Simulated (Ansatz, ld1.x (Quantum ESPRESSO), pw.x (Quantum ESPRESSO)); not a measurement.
**Equation-of-state test of one TM potential (Ba (Z = 56))**

ld1.x (Quantum ESPRESSO) 7.5 input, shortened:

```
&input
   title='Ba', zed=56., rel=1, dft='PBESOL', iswitch=3,
   config='[Xe] 4f-2 5d0.5 6s1.5 6p0'
 /
 &inputp
   pseudotype=2, tm=.true., lloc=-1, rcloc=3.75,
   nlcc=.false.
 /
4
6S  1  0   1.50   0.00  3.75  3.75  0.0
6P  2  1   0.00   0.00  3.40  3.40  0.0
5D  3  2   0.50   0.00  3.45  3.45  0.0
4F  4  3  -2.00   0.35  3.85  3.85  0.0
 &test
   configts(1)='5d0.5 6s1.5 6p0'
 /
```

Atomic tests: cutoffs needed: 8 Ry and 10 Ry (the cutoffs (Ry, on a coarse ladder) from which the occupation-weighted sum of valence levels, in a spherical-Bessel basis at the reference potential, stays within 10 and 1 mRy of its value at 400 Ry); ghost test: ghost state, extra bound levels that the all-electron valence spectrum of the same l lacks: s at -0.82 eV; a true bound ghost makes a file unfit for plane-wave use (spherical-Bessel basis up to 400 Ry, 20 bohr box); configuration tests: 2 of 7 tests not solved or not reliable.

Crystal test: sc Ba in pw.x 7.5, no spin, 9³ k-points, Fermi–Dirac smearing 0.01 Ry, cutoffs 35/140 Ry. The reference is all-electron LAPW (Ansatz 0.2.0) with the same functional, mesh and smearing; V0 and B0 come from Birch–Murnaghan fits to the pressures at five volumes. Errors are pseudo minus all-electron; Δ is the rms difference of the E(V) curves that follow from these fits, minima aligned, over ±6 % about the mean V0. Mesh and smearing are coarse, so the numbers serve the comparison and aren't converged zero-temperature values; the lattice is a test structure that the element need not adopt.

| V (Å³/atom) | P all-electron (GPa) | P pseudo (GPa) |
| --- | --- | --- |
| 52.853 | 0.46 | -0.89 |
| 54.244 | 0.23 | -0.92 |
| 55.635 | 0.03 | -0.96 |
| 57.026 | -0.15 | -0.99 |
| 58.417 | -0.31 | -1.03 |

All-electron: a0 = 3.823 Å (V0 = 55.86 Å³/atom), B0 = 7.5 GPa.

Pseudopotential: mean pressure error (GPa): -1.01. The pressure does not cross zero within the volumes sampled, so no fit is given. The largest radius (3.85 bohr) exceeds half the bond length (3.61 bohr), so the spheres overlap, which is one possible source of error among others. This is a poor potential for the solid. Note: ghost state, extra bound levels that the all-electron valence spectrum of the same l lacks: s at -0.82 eV. A true bound ghost makes a file unfit for plane-wave use. Atomic configuration tests: 2 of 7 tests not solved or not reliable. The logarithmic derivative shows an extra or strongly shifted pseudo pole above the reference energy (s near -0.06 Ry).

Problem. At the middle volume, how do free energy and pressure move when the wave cutoff is lowered (ecutrho kept at four times it)?

Solution.

| cutoff (Ry) | shift of F (meV/atom) | shift of P (GPa) |
| --- | --- | --- |
| 16 | +65.5 | +0.21 |
| 21 | +29.9 | +0.21 |
| 28 | +13.3 | +0.24 |

The run at the middle volume (35 k-points, 12 iterations) took about 9 s on one core of a shared host (Neoverse-V2, 96 threads, 742 GiB, load 48).
